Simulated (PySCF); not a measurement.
Compound: PF (triplet state).
Bonds: F1–P2.

As a line formula: `F[P]` (PF) [triplet].

Computed, not measured: PySCF, UKS B3LYP, IGLO-III on F P, non-relativistic, mean-field spin-orbit, GIAO. Spin–spin part from the singly occupied natural orbitals, spin–orbit part to second order with van Wüllen's prefactor. Isolated species at its PBE0-D3(BJ)/def2-SVP geometry, gas phase.

**Question.** Give D and E of this S = 1 state, with their spin–spin and spin–orbit parts.

**Answer.** D = +6.173 cm⁻¹ and E = 0.000 cm⁻¹, with E given the sign of D (E/D = 0.00; 0 is axial, 1/3 the rhombic limit). Point group C∞v requires E = 0. Diagonalised alone, the spin–spin tensor gives D = +0.378, E = 0.000 and the spin–orbit tensor D = +5.795, E = 0.000 cm⁻¹; in size the spin–orbit D is 15 times the other. The largest Mulliken spin populations are on P2 (+1.94) and F1 (+0.06). P2 is the only atom above +0.15.

**Question.** Express D in other units.

**Answer.** D = +185.05 GHz = +6606 mT (with g_iso = 2.0014) = +8.881 K = +765.3 μeV.

**Question.** What are the three sublevel energies at zero field and the gaps between them?

**Answer.** With H = D(Sz² − 2/3) + E(Sx² − Sy²): Tz at -4.115 cm⁻¹, Tx at +2.058 cm⁻¹, Ty at +2.058 cm⁻¹. The gaps are |D| − |E| = 185.05 GHz, |D| + |E| = 185.05 GHz and 2|E| = 0.00 GHz.

**Question.** How are these sublevels filled in thermal equilibrium at 10 K and zero field?

**Answer.** kT = 6.95 cm⁻¹, so the Boltzmann shares are Tz 54.9 %, Tx 22.6 %, Ty 22.6 %.

**Question.** Where do the strong lines fall at 9.457 GHz with the field along each axis of D (isotropic g = 2.0014, hyperfine left aside, microwave field at right angles)?

**Answer.** From exact diagonalisation up to 14100 mT, keeping lines above a fifth of the strength of a high-field Δm = ±1 line:

| field along | resonance fields (mT) |
| --- | --- |
| x | 1531 |
| y | 1531 |
| z | 6268, 6944 |

Without D the line would be at 338 mT. The microwave quantum is 0.315 cm⁻¹, against |D| + |E| = 6.173 cm⁻¹.

Natural occupations around the open shell: 1.998, 1.000, 1.000, 0.002. ⟨S²⟩ = 2.0053 against the exact 2.0000, so spin contamination is small.

Principal g values: 2.0010, 2.0010, 2.0022.
